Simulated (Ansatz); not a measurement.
Rock-salt MgS was calculated with r²SCAN-D4 in Ansatz (plane waves, PAW).

Settings: plane-wave cutoff 560 eV, 12×12×12 k mesh, Fermi–Dirac smearing 0.01 eV, scalar-relativistic PAW data made under PBE.

Computed at the level's own relaxed cell.

```
CELL_PARAMETERS angstrom
      0.00000     2.59171     2.59171
      2.59171     0.00000     2.59171
      2.59171     2.59171     0.00000
ATOMIC_POSITIONS crystal
  Mg 0.00000 0.00000 0.00000
  S  0.50000 0.50000 0.50000
```

**Question.** List the 5 lowest band energies at Γ above −25 eV (eV, relative to the valence band maximum), grouping those that round alike.

**Answer.** At Γ: -13.25, 0.00 (×3), 4.74.

Ansatz is a first-principles code.
